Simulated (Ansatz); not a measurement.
Cost and result for the atomization energy of C5H10O (`C1CCOCC1`) (16 atoms, 16 bonds).

```
atom   x (Å)   y (Å)   z (Å)
  C1  -1.037   0.688   0.223
  C2  -0.202   0.720  -1.047
  C3   1.278   0.577  -0.683
  O4   1.471  -0.119   0.534
  C5   0.562  -1.185   0.676
  C6  -0.856  -0.663   0.919
  H7  -2.091   0.874   0.006
  H8  -0.704   1.491   0.887
  H9  -0.515  -0.097  -1.706
 H10  -0.353   1.646  -1.607
 H11   1.732   1.560  -0.532
 H12   1.828   0.073  -1.492
 H13   0.593  -1.824  -0.220
 H14   0.916  -1.788   1.514
 H15  -1.046  -0.561   1.990
 H16  -1.578  -1.391   0.536
```

Charge 0, multiplicity 1. All single points use the PBE0-D4/def2-TZVP geometry. It is a higher conformer; a search finds a lower one. Program: Ansatz. All runs use 2 threads of an AMD EPYC 7R13 on a shared host and a share of an NVIDIA H100 80 GB. Times are those of one run each, without the atoms' runs, and a repeat can differ threefold. Electronic energies, without spin–orbit coupling; frozen cores. CCSD(T)/CBS adds CCSD(T) − MP2 in def2-TZVPP to the MP2 limit, and its time is that of the two runs behind it. T1 = 0.010. B3LYP takes the VWN-RPA correlation (the form of Gaussian; ORCA's B3LYP/G).

CCSD(T)/CBS is a level of theory with its own doubt, some kJ/mol a heavy atom from the limit and from the frozen cores, so smaller differences don't rank the functionals.

| level | functions | wall time | atomization (kJ/mol) | difference from CCSD(T)/CBS | per bond |
| --- | --- | --- | --- | --- | --- |
| revPBE-D4/def2-TZVPP | 326 | 2.3 s | 6503.7 | -0.7 | 0.0 |
| BHLYP-D4/def2-TZVPP | 326 | 2.6 s | 6334.8 | -169.6 | -10.6 |
| BLYP-D4/def2-TZVPP | 326 | 2.7 s | 6475.6 | -28.8 | -1.8 |
| B3LYP-D4/def2-TZVPP (with forces) | 326 | 2.9 s | 6501.9 | -2.5 | -0.2 |
| PBE0-D4/def2-TZVPP | 326 | 3.5 s | 6560.9 | 56.5 | 3.5 |
| CAM-B3LYP-D4/def2-TZVPP | 326 | 3.5 s | 6538.9 | 34.5 | 2.2 |
| LDA (SPW92)/def2-TZVPP | 326 | 3.6 s | 7460.8 | 956.4 | 59.8 |
| CCSD(T)/def2-SVP | 134 | 4 s | 6257.4 | -247.0 | -15.4 |
| r2SCANh-D4/def2-TZVPP | 326 | 4.1 s | 6493.4 | -11.0 | -0.7 |
| B97M-V/def2-TZVPP | 326 | 4.2 s | 6508.8 | 4.4 | 0.3 |
| MP2/def2-QZVPP | 642 | 6 s | 6536.8 | 32.4 | 2.0 |
| CCSD(T)/def2-TZVPP | 326 | 13 s | 6361.8 | -142.6 | -8.9 |
| CCSD(T)/CBS(def2) | – | 19 s | 6504.4 | 0.0 | 0.0 |

The D4 term adds +52.5 kJ/mol with B3LYP and +27.6 kJ/mol with PBE0; it sums over pairs of atoms, weighted by their polarisabilities, and B3LYP, whose exchange is more repulsive, gets the larger term. From r2SCAN to r2SCAN0 (25 % exact exchange), in def2-TZVPP and without D4, the atomization energy moves by −72.6 kJ/mol: exact exchange takes away binding that semilocal exchange gives to molecules. Leaving LDA and LC-ωPBE aside and taking each functional with its dispersion term where it has one, the values, not all of them listed here, spread over 319.3 kJ/mol, from BHLYP-D4 to PBE-D4. LDA lies +839.8 kJ/mol from PBE without D4, its usual overbinding.
